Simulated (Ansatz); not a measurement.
# C₃H₅O₂, SMILES [CH2]OC(C)=O: a single point in a Gaussian basis

Computed with Ansatz 0.2.0, Python API.

`c3h5o2.xyz`
```text
10

C    -0.23620    1.85420   -0.63410
O    -0.52390    0.74660    0.08210
C     0.30540   -0.29410   -0.17700
C     0.02780   -1.45040    0.69550
O     1.27690   -0.31440   -0.96910
H    -0.97490    2.71180   -0.42940
H     0.55910    1.91950   -1.34260
H     0.07140   -1.16740    1.74680
H     0.63880   -2.27800    0.54810
H    -1.06140   -1.77900    0.48280
```

`c3h5o2.py`
```python
# -*- coding: utf-8 -*-
"""Single point of C3H5O2 in a Gaussian basis."""

from pathlib import Path

import ansatz as az
import numpy as np
import pandas as pd

c3h5o2 = az.Crystal.molecule_from_extxyz("c3h5o2.xyz")

base = (
    c3h5o2.calculation()
    .basis(gaussian="def2-SVP")
    .functional("pbe0", dispersion="d4")
    .spin("collinear", total=1)
    .forces()
    .orbitals()
)
out = base.run(runs_dir="out")
data = out.report

for key in ("converged", "free_energy_ev", "reference_energy_ev", "n_frozen", "n_occupied", "n_virtual"):
    print(f"{key:22s} {data[key]}")

symbols = [site.symbol for site in c3h5o2.cartesian_sites]
forces = np.array(data["forces_ev_ang"])
print("largest force", round(float(np.linalg.norm(forces, axis=1).max()), 4), "eV/A, rms", round(float(np.sqrt((forces ** 2).mean())), 4))

charges = data["charge_distribution"]
table = pd.DataFrame({"atom": symbols, "mulliken": charges["mulliken_charges_e"], "lowdin": charges["lowdin_charges_e"]})
print(table.round(3).to_string())
print("dipole (e A):", np.round(charges["dipole_moment_e_ang"], 4) + 0.0)

lines = Path(data["orbitals_path"]).read_text().splitlines()
field_of = lambda key: [line.split("=")[1].strip() for line in lines if line.startswith(key)]
orbitals = [(27.211386 * float(e), s, float(n)) for e, s, n in zip(field_of("Ene="), field_of("Spin="), field_of("Occup="))]
homo = max(e for e, _, n in orbitals if n > 0.5)
lumo = min(e for e, _, n in orbitals if n < 0.5)
for e, spin, n in sorted(orbitals):
    if homo - 10 < e < lumo + 5:
        print(f"{spin:6s} {e:10.3f} eV  occupation {n:.0f}")
```

```console
$ python c3h5o2.py
converged              True
free_energy_ev         -7271.232451213984
reference_energy_ev    -7271.099615346195
n_frozen               0
n_occupied             [20, 19]
n_virtual              [75, 76]
largest force 4.1936 eV/A, rms 1.6162
  atom  mulliken  lowdin
0    C     0.010   0.002
1    O    -0.250   0.162
2    C     0.177  -0.216
3    C    -0.031   0.005
4    O    -0.289  -0.003
5    H     0.083   0.002
6    H     0.092  -0.028
7    H     0.075   0.027
8    H     0.054  -0.002
9    H     0.079   0.050
dipole (e A): [-0.3203  0.021   0.2646]
Beta      -15.788 eV  occupation 1
Alpha     -14.409 eV  occupation 1
Beta      -14.282 eV  occupation 1
Alpha     -13.958 eV  occupation 1
Alpha     -13.771 eV  occupation 1
Beta      -13.681 eV  occupation 1
Beta      -13.515 eV  occupation 1
Alpha     -11.856 eV  occupation 1
Alpha     -11.783 eV  occupation 1
Beta      -11.746 eV  occupation 1
Beta      -11.699 eV  occupation 1
Alpha     -11.560 eV  occupation 1
Beta      -11.280 eV  occupation 1
Alpha     -10.694 eV  occupation 1
Beta      -10.566 eV  occupation 1
Alpha      -9.734 eV  occupation 1
Beta       -9.416 eV  occupation 1
Alpha      -7.969 eV  occupation 1
Beta       -7.936 eV  occupation 1
Alpha      -5.876 eV  occupation 1
Beta       -1.365 eV  occupation 0
Alpha      -0.087 eV  occupation 0
Beta        0.494 eV  occupation 0
Alpha       2.091 eV  occupation 0
Beta        2.107 eV  occupation 0
Alpha       2.556 eV  occupation 0
Beta        2.898 eV  occupation 0
```

Caveats:
- Total energies depend on the basis set; only differences at equal settings carry meaning.
- The geometry is a force-field or estimated start, not a minimum of this method, and the basis set is short of its limit.
- The species is open-shell (spin multiplicity 2).
- The Löwdin charges here are taken after orthogonalising the functions within each atom; they differ from plain Löwdin charges, and their signs can be unphysical.
- Total less reference energy is the dispersion correction.
- Levels such as HOMO and LUMO are orbital energies: with these approximate functionals they aren't the ionisation energy and electron affinity, and their gap isn't the fundamental gap.
- Run time: 6.8 s on 1 thread of Arm Neoverse V2, with other jobs on the host, peak memory 0.34 GiB.

(A comment or docstring line of the script was reworded after the run, the code is as it ran; lines on the test bed's own set-up are left out of the output.)
